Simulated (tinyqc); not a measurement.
Inside a calculation (part 2 of 2). Method: RHF in the sto-6g basis, for H2O, spin multiplicity 1. Computed by tinyqc, a small Python program that keeps every step (integrals from PySCF). Command: `OMP_NUM_THREADS=1 python tinyqc.py 29727 29728 out.jsonl` (the two numbers bound the seeds that draw the settings). One thread of a shared host (Intel(R) Xeon(R) Processor @ 2.60GHz), about 0.1 s of CPU time with the checks.

Geometry (angstrom):
```
atom         x          y         z
O     0.000000   0.000000  0.000000
H     0.000000   0.830000  0.512000
H     0.000000  -0.830000  0.512000
```

## Iteration 2: diagonalisation and new density

extrapolated F (hartree):
```
             1O 1s      1O 2s     1O 2px     1O 2py     1O 2pz      2H 1s      3H 1s
1O 1s   -20.470232  -4.957431   0.000000   0.000000  -0.027162  -1.148254  -1.148254
1O 2s    -4.957431  -2.330322   0.000000   0.000000  -0.104075  -0.965497  -0.965497
1O 2px    0.000000   0.000000  -0.386867   0.000000   0.000000   0.000000   0.000000
1O 2py    0.000000   0.000000   0.000000  -0.319752   0.000000  -0.402916   0.402916
1O 2pz   -0.027162  -0.104075   0.000000   0.000000  -0.308621  -0.313408  -0.313408
2H 1s    -1.148254  -0.965497   0.000000  -0.402916  -0.313408  -0.532405  -0.324525
3H 1s    -1.148254  -0.965497   0.000000   0.402916  -0.313408  -0.324525  -0.532405
```

X:
```
            1O 1s      1O 2s    1O 2px     1O 2py     1O 2pz      2H 1s      3H 1s
1O 1s    1.022809  -0.138193  0.000000   0.000000  -0.007924   0.019996   0.019996
1O 2s   -0.138193   1.237142  0.000000   0.000000   0.092584  -0.290886  -0.290886
1O 2px   0.000000   0.000000  1.000000   0.000000   0.000000   0.000000   0.000000
1O 2py   0.000000   0.000000  0.000000   1.122658   0.000000  -0.236840   0.236840
1O 2pz  -0.007924   0.092584  0.000000   0.000000   1.039634  -0.124912  -0.124912
2H 1s    0.019996  -0.290886  0.000000  -0.236840  -0.124912   1.196843  -0.072111
3H 1s    0.019996  -0.290886  0.000000   0.236840  -0.124912  -0.072111   1.196843
```

Diagonalise F' = X^T F X, C = X C', fill 5 alpha and 5 beta electrons from the bottom; D = 2 C_occ C_occ^T. Each column has its largest component positive (the first on a tie).

F' = X^T F X (hartree):
```
            1          2          3          4          5          6          7
1  -20.141333  -2.504283   0.000000   0.000000  -0.042969  -0.198031  -0.198031
2   -2.504283  -1.194319   0.000000   0.000000   0.102170  -0.494863  -0.494863
3    0.000000   0.000000  -0.386867   0.000000   0.000000   0.000000   0.000000
4    0.000000   0.000000   0.000000   0.002202   0.000000  -0.471700   0.471700
5   -0.042969   0.102170   0.000000   0.000000  -0.190968  -0.293029  -0.293029
6   -0.198031  -0.494863   0.000000  -0.471700  -0.293029   0.023100  -0.090658
7   -0.198031  -0.494863   0.000000   0.471700  -0.293029  -0.090658   0.023100
```

orbital energies (hartree): MO1 -20.473450, MO2 -1.249340, MO3 -0.611433, MO4 -0.413594, MO5 -0.386867, MO6 0.542206, MO7 0.727393

coefficients C:
```
              MO1        MO2        MO3        MO4       MO5        MO6        MO7
1O 1s    0.996646  -0.225397   0.000000   0.087247  0.000000  -0.119910   0.000000
1O 2s    0.015843   0.860376   0.000000  -0.498949  0.000000   0.859053   0.000000
1O 2px   0.000000   0.000000   0.000000   0.000000  1.000000   0.000000   0.000000
1O 2py   0.000000   0.000000   0.599491   0.000000  0.000000   0.000000   1.006557
1O 2pz   0.002822   0.107100   0.000000   0.797939  0.000000   0.687382   0.000000
2H 1s   -0.003670   0.144490   0.433160   0.290451  0.000000  -0.792386  -0.820724
3H 1s   -0.003670   0.144490  -0.433160   0.290451  0.000000  -0.792386   0.820724
```

D after iteration 2:
```
            1O 1s      1O 2s    1O 2px     1O 2py     1O 2pz      2H 1s      3H 1s
1O 1s    2.103439  -0.443335  0.000000   0.000000   0.096582  -0.021769  -0.021769
1O 2s   -0.443335   1.978896  0.000000   0.000000  -0.611880  -0.041325  -0.041325
1O 2px   0.000000   0.000000  2.000000   0.000000   0.000000   0.000000   0.000000
1O 2py   0.000000   0.000000  0.000000   0.718780   0.000000   0.519351  -0.519351
1O 2pz   0.096582  -0.611880  0.000000   0.000000   1.296371   0.494454   0.494454
2H 1s   -0.021769  -0.041325  0.000000   0.519351   0.494454   0.585760  -0.164749
3H 1s   -0.021769  -0.041325  0.000000  -0.519351   0.494454  -0.164749   0.585760
```

## Iteration 8 (converged): orbitals

converged F (hartree):
```
             1O 1s      1O 2s     1O 2px     1O 2py     1O 2pz      2H 1s      3H 1s
1O 1s   -20.482793  -4.960692   0.000000   0.000000  -0.027666  -1.149157  -1.149157
1O 2s    -4.960692  -2.324832   0.000000   0.000000  -0.104713  -0.976645  -0.976645
1O 2px    0.000000   0.000000  -0.385094   0.000000   0.000000   0.000000   0.000000
1O 2py    0.000000   0.000000   0.000000  -0.322286   0.000000  -0.413946   0.413946
1O 2pz   -0.027666  -0.104713   0.000000   0.000000  -0.334102  -0.316049  -0.316049
2H 1s    -1.149157  -0.976645   0.000000  -0.413946  -0.316049  -0.544548  -0.326645
3H 1s    -1.149157  -0.976645   0.000000   0.413946  -0.316049  -0.326645  -0.544548
```

As before.

F' = X^T F X (hartree):
```
            1          2          3          4          5          6          7
1  -20.153402  -2.508410   0.000000   0.000000  -0.043722  -0.196523  -0.196523
2   -2.508410  -1.171621   0.000000   0.000000   0.104285  -0.509663  -0.509663
3    0.000000   0.000000  -0.385094   0.000000   0.000000   0.000000   0.000000
4    0.000000   0.000000   0.000000   0.009615   0.000000  -0.484966   0.484966
5   -0.043722   0.104285   0.000000   0.000000  -0.217133  -0.292816  -0.292816
6   -0.196523  -0.509663   0.000000  -0.484966  -0.292816   0.020549  -0.090046
7   -0.196523  -0.509663   0.000000   0.484966  -0.292816  -0.090046   0.020549
```

orbital energies (hartree): MO1 -20.486016, MO2 -1.251538, MO3 -0.627597, MO4 -0.426675, MO5 -0.385094, MO6 0.552575, MO7 0.747806

coefficients C:
```
              MO1        MO2        MO3        MO4       MO5        MO6        MO7
1O 1s    0.996647  -0.223067   0.000000   0.087352  0.000000  -0.124107   0.000000
1O 2s    0.015832   0.845373   0.000000  -0.490221  0.000000   0.878747   0.000000
1O 2px   0.000000   0.000000   0.000000   0.000000  1.000000   0.000000   0.000000
1O 2py   0.000000   0.000000   0.594483   0.000000  0.000000   0.000000   1.009523
1O 2pz   0.002844   0.110898   0.000000   0.812015  0.000000   0.670078   0.000000
2H 1s   -0.003656   0.155973   0.437232   0.270348  0.000000  -0.797307  -0.818562
3H 1s   -0.003656   0.155973  -0.437232   0.270348  0.000000  -0.797307   0.818562
```

D after iteration 8:
```
            1O 1s      1O 2s    1O 2px     1O 2py     1O 2pz      2H 1s      3H 1s
1O 1s    2.101391  -0.431236  0.000000   0.000000   0.098056  -0.029642  -0.029642
1O 2s   -0.431236   1.910447  0.000000   0.000000  -0.608543  -0.001465  -0.001465
1O 2px   0.000000   0.000000  2.000000   0.000000   0.000000   0.000000   0.000000
1O 2py   0.000000   0.000000  0.000000   0.706821   0.000000   0.519854  -0.519854
1O 2pz   0.098056  -0.608543  0.000000   0.000000   1.343350   0.473627   0.473627
2H 1s   -0.029642  -0.001465  0.000000   0.519854   0.473627   0.577201  -0.187485
3H 1s   -0.029642  -0.001465  0.000000  -0.519854   0.473627  -0.187485   0.577201
```

## Convergence

Stop when the energy changes by less than 1e-10 hartree and every element of the error matrix X^T (F D S - S D F) X is below 3e-06.

Course of the cycle:
```
iteration   E (hartree)     change  largest element of the error matrix
1          -73.97348515          -                             7.01e-01
2          -75.65824666  -1.68e+00                             7.62e-02
3          -75.66924093  -1.10e-02                             2.17e-02
4          -75.67002739  -7.86e-04                             3.68e-03
5          -75.67006995  -4.26e-05                             7.52e-04
6          -75.67007166  -1.71e-06                             9.25e-05
7          -75.67007168  -2.15e-08                             4.49e-07
8          -75.67007168  -2.13e-13                             3.65e-09
```

PySCF RHF in the same basis = -75.67007168 hartree

Converged in 8 iterations.

## Populations, bond orders and dipole

overlap S:
```
           1O 1s     1O 2s    1O 2px     1O 2py    1O 2pz     2H 1s      3H 1s
1O 1s   1.000000  0.231145  0.000000   0.000000  0.000000  0.053187   0.053187
1O 2s   0.231145  1.000000  0.000000   0.000000  0.000000  0.465074   0.465074
1O 2px  0.000000  0.000000  1.000000   0.000000  0.000000  0.000000   0.000000
1O 2py  0.000000  0.000000  0.000000   1.000000  0.000000  0.328855  -0.328855
1O 2pz  0.000000  0.000000  0.000000   0.000000  1.000000  0.202860   0.202860
2H 1s   0.053187  0.465074  0.000000   0.328855  0.202860  1.000000   0.203134
3H 1s   0.053187  0.465074  0.000000  -0.328855  0.202860  0.203134   1.000000
```

Mulliken: Z minus the diagonal of D S on the atom; Loewdin: the same with S^(1/2) D S^(1/2); Mayer order: 2 sum_s sum (D(s) S)_ij (D(s) S)_ji over the two atoms.

Charges (e):
```
atom   Mulliken    Loewdin
1O    -0.392210  -0.277937
2H     0.196105   0.138969
3H     0.196105   0.138969
```

Mayer bond orders:
```
pair     order
2-1   0.939825
3-1   0.939825
3-2   0.021718
```

dipole moment about the origin, x y z (debye): 0.000000  0.000000  1.650335
